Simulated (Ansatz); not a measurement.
# H3OSSi: the cost of one run

Method: RKS PBE-D4/def2-TZVP, in Ansatz 0.2.0.

### 1 The structure to begin with

Bond lengths: O1–S2 1.736 Å, S2–Si3 2.171 Å, O1–H4 0.977 Å, Si3–H5 1.480 Å, Si3–H6 1.480 Å. Angles: O1–S2–Si3 94.6°, S2–O1–H4 103.0°, S2–Si3–H5 100.1°, S2–Si3–H6 100.2°, H5–Si3–H6 100.9°.

As a file:

```xyz
6

O    -1.2005   -1.5608   -0.3417
S     0.4440   -1.2404    0.1114
Si    0.2205    0.9187    0.0602
H    -1.5791   -0.6657   -0.4444
H     1.3781    1.2803   -0.7883
H     0.7370    1.2679    1.4028
```

### 2 End point A

Contents of input.yaml:

```yaml
crystal:
  periodic: [false, false, false]
  atoms:
    - { symbol: O, position_ang: [-1.20045, -1.5608, -0.34166] }
    - { symbol: S, position_ang: [0.44399, -1.24044, 0.11137] }
    - { symbol: Si, position_ang: [0.2205, 0.91868, 0.06017] }
    - { symbol: H, position_ang: [-1.57914, -0.66568, -0.44436] }
    - { symbol: H, position_ang: [1.37811, 1.28031, -0.78828] }
    - { symbol: H, position_ang: [0.737, 1.26792, 1.40276] }
total_charge: -1
basis:
  gaussian: { orbitals: def2-TZVP }
hamiltonian:
  xc: pbe
  dispersion: d4
relax:
  f_tol: 0.015
  max_steps: 40
output:
  orbitals: {}
```

Command:

```console
$ ansatz run input.yaml --threads 2 --pin off --max-ram 3072MiB --backend cpu --events-out ev --progress --plain --runs-dir out
```

Q: Estimate wall time and peak memory on 2 threads of Intel Xeon Platinum 8488C (Sapphire Rapids), shared host.

About 14 s, with a peak of 0.21 GiB.
